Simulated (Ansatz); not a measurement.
Input file:

```yaml
crystal:
  periodic: [false, false, false]
  atoms:
    - {symbol: Si, position_ang: [0.000000, -0.026419, 1.559119]}
    - {symbol: As, position_ang: [0.000000, -0.007742, -0.589232]}
    - {symbol: H, position_ang: [0.000000, 1.311581, 0.354737]}
basis:
  gaussian: {orbitals: cc-pVDZ}
total_charge: 1
magnetization: {spin_polarized: true, initial_magnetization: 1}
hamiltonian: {xc: {name: PBE}}
output: {orbitals: {seedname: orbitals}}
```

```sh
$ ansatz run in.yaml --threads 1 --pin off --events-out ev --progress --plain --max-ram 4096MiB --backend cpu
```

Output:

```
558 factors; integrals over basis functions are off by at most 1.5e-3 eV
mean field evaluation 1: about -68707.8490 eV, gradient 1.9e1 eV
mean field evaluation 2: about -68695.1945 eV, gradient 4.1e1 eV
mean field evaluation 4: about -68710.3530 eV, gradient 8.7e0 eV
mean field evaluation 8: about -68711.0022 eV, gradient 1.3e-1 eV
mean field evaluation 16: about -68711.0026 eV, gradient 9.2e-5 eV
mean field evaluation 32: about -68710.9373 eV, gradient 4.4e-1 eV
mean field -68711.00259553 eV, -2525.0827713953 hartree, gradient 2.2e-6 eV, S^2 0.754673; 4 other end points of the search recorded, 0 dependent functions left out
reference -68711.00262165 eV, -2525.0827723554 hartree; 24, 23 occupied and 26, 27 virtual orbitals, 558 factors
Total energy: -68711.00262165 eV, -2525.0827723554 hartree
```

Ran on 1 thread of AMD EPYC 7R13, shared host: 3.1 s wall, 0.22 GiB peak host memory.
